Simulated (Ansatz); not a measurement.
**Al₂H (doublet): from Hartree-Fock to the top rungs at distance Al1–Al2 = 5.770 Å, 6-31G**

Aim: climb from Hartree-Fock through coupled cluster and multireference methods for Al₂H (doublet) at one geometry and basis, and see what each rung misses.

The runs use Ansatz 0.2.0, Gaussian basis; 6-31G, core rule «outside noble gas», up to 10 orbitals frozen.

Plan: UHF; CCSD(T) on ROHF; CCSD(T) on UHF; BCCD(T) on ROHF; CISD; CCSDT(Q) on ROHF; CCSDT(Q) on UHF; CISDTQ; CCSDTQ on ROHF; CCSDTQ on UHF; CASSCF and MRCISD+Q, 3 electrons in 3 orbitals; CASSCF and NEVPT2, 3 electrons in 3 orbitals; CASSCF and MRCISD+Q, 7 electrons in 9 orbitals; CASSCF and NEVPT2, 7 electrons in 9 orbitals; Full CI.

17 further runs of the same task are left out: 13 that didn't finish, 4 set aside as unsound or not needed.

### 1 What is computed

The geometry derives from a PBE0/def2-TZVP stationary point (not a proven minimum). One bond is set to the value named and the two fragments are kept rigid.

3 atoms, charge 0, spin multiplicity 2.

Atoms are counted from 1 here; the program's logs count them from 0.

Bond lengths: Al1–H3 1.619 Å.

Geometry (Å):

| atom | x (Å) | y (Å) | z (Å) |
| --- | --- | --- | --- |
| Al1 | 0.0000 | 0.0000 | 1.3836 |
| Al2 | 0.0000 | 0.0000 | -4.3864 |
| H3 | 0.0000 | 0.0000 | 3.0028 |

### 2 UHF

Input file in.yaml:

```yaml
crystal:
  periodic: [false, false, false]
  atoms:
    - {symbol: Al, position_ang: [0.000000, 0.000000, 1.383590]}
    - {symbol: Al, position_ang: [0.000000, 0.000000, -4.386410]}
    - {symbol: H, position_ang: [0.000000, 0.000000, 3.002820]}
basis:
  gaussian: {orbitals: 6-31G}
magnetization: {spin_polarized: true, initial_magnetization: 1}
hamiltonian: {xc: hf}
output: {orbitals: {seedname: orbitals}}
```

Started as:

```bash
$ ansatz run in.yaml --threads 1 --pin off --events-out ev --progress --plain --max-ram 2393MiB
```

Further steps of the session: CCSD(T) on ROHF; CCSD(T) on UHF; BCCD(T) on ROHF; CISD; CCSDT(Q) on ROHF; CCSDT(Q) on UHF; CISDTQ; CCSDTQ on ROHF; CCSDTQ on UHF; CASSCF and MRCISD+Q, 3 electrons in 3 orbitals; CASSCF and NEVPT2, 3 electrons in 3 orbitals; CASSCF and MRCISD+Q, 7 electrons in 9 orbitals; CASSCF and NEVPT2, 7 electrons in 9 orbitals; Full CI.

Q: Predict the results of all the runs planned. Wanted: FCI below the RHF energy; RMP2 from FCI; UMP2 from FCI; RCCSD from FCI; RCCSD(T) from FCI; UCCSD(T) from FCI; RCCSDT(Q) from FCI; UCCSDT(Q) from FCI; NEVPT2 pair from FCI.

The runs gave:

| quantity | value |
| --- | --- |
| FCI below the RHF energy | -2.0578 eV |
| RMP2 from FCI | +806.3 meV |
| UMP2 from FCI | +806.5 meV |
| RCCSD from FCI | +17.5 meV |
| RCCSD(T) from FCI | +6.5 meV |
| UCCSD(T) from FCI | +6.4 meV |
| RCCSDT(Q) from FCI | +0.5 meV |
| UCCSDT(Q) from FCI | +0.5 meV |
| NEVPT2 pair from FCI | +712.4 meV |
| MRCISD+Q pair from FCI | -57.2 meV |
| NEVPT2 valence from FCI | +163.9 meV |
| levels within 1 kcal/mol (43 meV) | RCCSD, UCCSD, RCCSD(T), UCCSD(T), BCCD(T), RCCSDT, UCCSDT, CISDTQ, RCCSDT(Q), UCCSDT(Q), RCCSDTQ, UCCSDTQ, MRCISD valence, MRCISD+Q valence |
| T1 diagnostic | 0.012 |
| effectively unpaired electrons | 1.11 |

What this shows: RCCSD(T) lands +6.5 meV from the yardstick (0.3 % of the correlation energy). MRCISD+Q pair falls below full CI: the +Q correction isn't variational, and the cores differ from full CI's. One determinant dominates. Of the multireference levels listed MRCISD+Q valence comes nearest in total energy (+8.1 meV), which doesn't show that its space is the better one. These misses are within one basis, not against nature; the frozen cores of restricted and unrestricted runs differ, which can shift their rows.
